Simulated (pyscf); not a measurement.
CH₄ (SMILES C) + •C≡N (SMILES [C]#N) → C⁻≡N⁺–CH₃ (SMILES [C-]#[N+]C) + H• (SMILES [H]), a substitution at C (doublet surface; C–H broken, C–N formed). Optimised with ωB97X-D3(BJ)/def2-SVP in PySCF. MP2 and CC: frozen core, UHF for open shells. ΔMP2 is the change of the MP2 total energy from the triple- to the quadruple-zeta basis. Energies in kcal/mol from the separated reactants.

Small-basis levels: PySCF, no dispersion term, spherical d functions. Open shells are spin-unrestricted. 

Question: In single points BP86/6-31G* puts the saddle at 37.0 kcal/mol and the reaction energy at +11.3 kcal/mol. Should these be trusted to within a few kcal/mol? Compare with CCSD(T)/def2-TZVPP + ΔMP2(QZVPP).

Answer: CCSD(T)/def2-TZVPP + ΔMP2(QZVPP) gives ΔE‡ = 45.4 kcal/mol and ΔE = +8.1 kcal/mol. BP86/6-31G* lies 8.4 kcal/mol under it in the barrier and 3.3 kcal/mol over it in the reaction energy, so on this step it does not hold to within 3.0 kcal/mol. CCSD(T)/def2-TZVPP + ΔMP2(QZVPP) has limits of its own. From the product side, •HC=N–CH₃ lies, by one bond made or cut, 71.0 kcal/mol under this saddle at ωB97M-D3(BJ). The same reactants have a lower exit, to H₃C–C≡N + H• (barrier +21.5 kcal/mol at ωB97M-D3(BJ), against +38.7 kcal/mol here). C⁻≡N⁺–CH₃ lies 22.5 kcal/mol over its isomer H₃C–C≡N (electronic energy, ωB97M-D3(BJ)). This is the saddle that the search found; another between the same sides may lie lower. The angle at the attacked C is 180°. The CCSD(T) − MP2 part came from Ansatz, without density fitting, on the same reference. An open-shell T1 diagnostic exceeds 0.045. A UHF reference is spin-contaminated (<S²> up to 1.14), which harms MP2 most.
